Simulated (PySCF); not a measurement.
**Orbital energies and ionisation energy**

C5H10.
Geometry (PBE0-D3(BJ)/def2-SVP, Å), atoms numbered from 1 in this order:
```
atom  x, y, z in Å
C1     1.9629   -0.3984    0.0089
C2     0.7226    0.0782   -0.7321
C3    -0.3693    0.5611    0.1898
C4    -1.3016   -0.4243    0.8331
C5    -1.8065    0.5071   -0.2313
H6     2.7448   -0.7411   -0.6858
H7     1.7228   -1.2331    0.6863
H8     2.3944    0.4084    0.6227
H9     0.9930    0.8877   -1.4328
H10    0.3236   -0.7395   -1.3577
H11   -0.0861    1.4201    0.8100
H12   -1.1805   -1.4805    0.5732
H13   -1.6163   -0.2532    1.8659
H14   -2.0318    0.0852   -1.2154
H15   -2.4704    1.3235    0.0651
```

Level: B3LYP/def2-SVPD (PySCF). Frontier orbitals with their largest atomic shares (Löwdin; up to four atoms above 4 %):

```json
{"orbital": "HOMO−3", "ε (eV)": "-9.48", "main atoms": "C1 27 %, C2 19 %, H7 13 %, H9 9 %"}
{"orbital": "HOMO−2", "ε (eV)": "-9.12", "main atoms": "C2 24 %, C3 21 %, C1 13 %, H10 10 %"}
{"orbital": "HOMO−1", "ε (eV)": "-7.99", "main atoms": "C5 32 %, C4 29 %, C3 14 %, C2 6 %"}
{"orbital": "HOMO", "ε (eV)": "-7.72", "main atoms": "?"}
{"orbital": "LUMO", "ε (eV)": "0.64", "main atoms": "C1 19 %, C2 11 %, C4 10 %, H6 6 %"}
{"orbital": "LUMO+1", "ε (eV)": "1.02", "main atoms": "C5 22 %, H15 15 %, H14 13 %, C1 11 %"}
{"orbital": "LUMO+2", "ε (eV)": "1.13", "main atoms": "H11 22 %, H10 13 %, C3 10 %, H12 9 %"}
```

Task: What vertical ionisation energy does ΔSCF give, and how far is −ε(HOMO) from it?

Result: ΔSCF: 10.02 eV (967 kJ/mol; threshold wavelength 124 nm); ⟨S²⟩ of the doublet left behind is 0.752, against 0.75 for a pure doublet. −ε(HOMO) is 7.72 eV, 2.30 eV below it. In exact Kohn–Sham theory the two would be equal; B3LYP (global hybrid, 20 % exact exchange) falls short of its own ΔSCF value by 23 %. Holes in the HOMO−1 and HOMO−2 were tried too where these lie within 1.2 eV of the HOMO; the lowest converged state counts.

Task: On which atoms does the HOMO lie?

Result: C3 (three-membered-ring carbon) 32 %, C4 (three-membered-ring carbon) 20 %, C5 (three-membered-ring carbon) 17 %, C2 (chain CH2 carbon) 8 %, so no atom holds as much as 40 %. The HOMO−1 lies 0.27 eV lower.

Task: What kinetic energy would electrons from this vertical process carry with He I light (21.218 eV)?

Result: 21.22 − 10.02 = 11.20 eV.

Task: What total energies stand behind the ΔSCF value?

Result: E(N) = -196.39822 Eh and E(N − 1) = -196.02994 Eh at the same geometry, 0.36828 Eh apart.

Task: Shift the occupied levels rigidly so that −ε(HOMO) equals the ΔSCF value. What binding energies result?

Result: The shift is +2.30 eV: HOMO 10.02, HOMO−1 10.29, HOMO−2 11.42, HOMO−3 11.78 eV. A rigid shift is only a rough guide to the deeper ionisations.

The structure is a single PBE0-D3(BJ)/def2-SVP conformer in the gas phase; no vibrational or solvent corrections.
